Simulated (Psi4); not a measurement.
# HSE06/def2-SVPD run of C3H6 (SMILES C1CC1)

What is the energy change on altering one bond length of C3H6 at HSE06/def2-SVPD? 

The results are computed with Psi4 1.11.

## 1. The system as given

The species is C3H6 (9 atoms), meant as a singlet with charge 0. As SMILES, `C1CC1`. Geometry: relaxed at PBE0-D4/def2-TZVP.

Bond lengths: C1–C2 1.497 Å, C1–C3 1.497 Å, C2–C3 1.497 Å, C1–H4 1.083 Å, C1–H5 1.083 Å, C2–H6 1.083 Å, C2–H7 1.083 Å, C3–H8 1.083 Å, C3–H9 1.083 Å. Some angles: C1–C2–C3 60.0°, C2–C1–C3 60.0°, C1–C3–C2 60.0°, C1–C2–H6 118.0°, C1–C2–H7 118.0°, C3–C2–H6 118.0°, C3–C2–H7 118.0°, C2–C1–H4 118.0°, C2–C1–H5 118.0°, C3–C1–H4 118.0°.

## 2. The energy at HSE06/def2-SVPD

File job.inp:

```
memory 1600 mb

molecule {
  0 1
  C     -0.517900     0.019300    -0.686000
  C      0.732100     0.469600     0.003900
  C     -0.184700    -0.504300     0.676400
  H     -1.333400     0.726200    -0.773800
  H     -0.419800    -0.654400    -1.528000
  H      0.766100     1.482700     0.384900
  H      1.679800     0.102000    -0.369100
  H      0.140000    -1.533900     0.760300
  H     -0.773700    -0.153400     1.514500
  units angstrom
  symmetry c1
  no_reorient
  no_com
}

set basis def2-SVPD
set reference rks
set puream true
set e_convergence 1e-09
set d_convergence 1e-08
set scf_type pk
set dft_radial_points 99
set dft_spherical_points 590

e_tot, wfn = energy('hse06', return_wfn=True)
print_variables()
```

On the command line:

```
$ psi4 job.inp job.out -n 1
```

job.out:

```text
[...]
  Running in c1 symmetry.
[...]
  Nuclear repulsion =   76.073909003447099
[...]
  Multiplicity = 1
[...]
  Nalpha       = 12
  Nbeta        = 12
[...]
    Number of basis functions: 108
[...]
   @RKS iter   1:  -117.37614692432922    2.31176e-02   6.85580e-03 DIIS/ADIIS
[...]
   @RKS iter   9:  -117.67997319702157   -2.73275e-11   6.72685e-10 DIIS
[...]
    Orbital Energies [Eh]
    ---------------------
    Doubly Occupied:
       1A    -10.218056     2A    -10.217694     3A    -10.217690
       4A     -0.857911     5A     -0.593086     6A     -0.593078
       7A     -0.495250     8A     -0.466946     9A     -0.358142
      10A     -0.358132    11A     -0.295390    12A     -0.295378
[...]
  @RKS Final Energy:  -117.67997319702157
   => Energetics <=
    Nuclear Repulsion Energy =             76.0739090034470991
    One-Electron Energy =                -307.2372813855837990
    Two-Electron Energy =                 127.8001402410543932
    DFT Exchange-Correlation Energy =     -14.3167410559392803
    Empirical Dispersion Energy =           0.0000000000000000
    VV10 Nonlocal Energy =                  0.0000000000000000
    Total Energy =                       -117.6799731970215674
[...]
 Multipole Moments:
 ------------------------------------------------------------------------------------
     Multipole            Electronic (a.u.)      Nuclear  (a.u.)        Total (a.u.)
 ------------------------------------------------------------------------------------
 L = 1.  Multiply by 2.5417464519 to convert [e a0] to [Debye]
 Dipole X            :         -0.4459689            0.4459754            0.0000064
 Dipole Y            :          0.2328052           -0.2328143           -0.0000091
 Dipole Z            :          0.0857934           -0.0857936           -0.0000002
 Magnitude           :                                                    0.0000111
[...]
```

It took 32 s on 1 thread of Intel Xeon 6975P-C (Granite Rapids), shared host; peak memory 0.73 GiB.

## 3. The distorted shape: energy and gradient at HSE06/def2-SVPD

File calc.in:

```
memory 1600 mb

molecule molecule1 {
  0 1
  C     -0.547326     0.221384    -0.433433
  C      0.702674     0.671684     0.256467
  C     -0.214126    -0.302216     0.928967
  H     -1.362826     0.928284    -0.521233
  H     -0.419800    -0.654400    -1.528000
  H      0.736674     1.684784     0.637467
  H      1.650374     0.304084    -0.116533
  H      0.110574    -1.331816     1.012867
  H     -0.803126     0.048684     1.767067
  units angstrom
  symmetry c1
  no_reorient
  no_com
}

set basis def2-SVPD
set puream true
set e_convergence 1e-09
set d_convergence 1e-08
set scf_type pk
set dft_radial_points 99
set dft_spherical_points 590

e_tot, wfn = gradient("hse06", return_wfn=True)
oeprop(wfn, "MAYER_INDICES", "WIBERG_LOWDIN_INDICES", "QUADRUPOLE", title="HSE06")
```

On the command line:

```
$ psi4 -n 1 calc.in calc.out
```

calc.out (excerpt; [...] marks lines left out):

```text
[...]
  Running in c1 symmetry.
[...]
  Nuclear repulsion =   74.995001728903816
[...]
  Multiplicity = 1
[...]
  Nalpha       = 12
  Nbeta        = 12
[...]
    Number of basis functions: 108
[...]
   @RKS iter   1:  -117.31626046136068   -1.65929e-02   7.00705e-03 DIIS/ADIIS
[...]
   @RKS iter  10:  -117.64300446031413   -8.12861e-12   3.74915e-09 DIIS
[...]
    Orbital Energies [Eh]
    ---------------------
    Doubly Occupied:
       1A    -10.246267     2A    -10.221289     3A    -10.221048
       4A     -0.859262     5A     -0.595914     6A     -0.577932
       7A     -0.490415     8A     -0.459002     9A     -0.360693
      10A     -0.334498    11A     -0.298426    12A     -0.293404
[...]
  @RKS Final Energy:  -117.64300446031413
   => Energetics <=
    Nuclear Repulsion Energy =             74.9950017289038158
    One-Electron Energy =                -305.0720414098817059
    Two-Electron Energy =                 126.6797516726618369
    DFT Exchange-Correlation Energy =     -14.2457164519980743
    Empirical Dispersion Energy =           0.0000000000000000
    VV10 Nonlocal Energy =                  0.0000000000000000
    Total Energy =                       -117.6430044603141312
[...]
  -Total Gradient:
     Atom            X                  Y                   Z
    ------   -----------------  -----------------  -----------------
       1       -0.013896053712     0.055721414568     0.061728415763
       2        0.002709814846     0.003874873707     0.003886901264
       3       -0.000352844488     0.000819880489     0.006153414490
       4        0.005090166372    -0.001118492640     0.005337224376
       5        0.009534263616    -0.058410691574    -0.071607785546
       6       -0.000155868681    -0.006021485353    -0.001266775047
       7       -0.005137993212     0.001665183053     0.001270871940
       8       -0.001894084083     0.005049918053    -0.001095525295
       9        0.004101468986    -0.001579975363    -0.004407359431
[...]
 Multipole Moments:
 ------------------------------------------------------------------------------------
[...]
```

Wall time 44 s (1 thread of Intel Xeon 6975P-C (Granite Rapids), shared host); peak memory 0.73 GiB.

## 4. What came out

At HSE06/def2-SVPD:

| quantity | value |
| --- | --- |
| first shape: total energy | -117.67997 Eh |
| first shape: dipole moment | 0.00 D |
| first shape: HOMO energy | -8.04 eV |
| first shape: LUMO energy | 0.75 eV |
| first shape: HOMO–LUMO gap | 8.79 eV |
| distorted shape: total energy | -117.64300 Eh |
| distorted shape: dipole moment | 0.29 D |
| distorted shape: HOMO energy | -7.98 eV |
| distorted shape: LUMO energy | 0.29 eV |
| distorted shape: HOMO–LUMO gap | 8.27 eV |
| distorted shape: largest force on an atom | 4.777 eV/Å |
| energy change with the C1–H5 bond stretched from 1.083 to 1.408 Å | 1.006 eV |

**Reading.** With the C1–H5 bond stretched from 1.083 to 1.408 Å the energy rises by 1.01 eV (97 kJ/mol). The first shape isn't relaxed at this level, so the change isn't measured from a minimum.
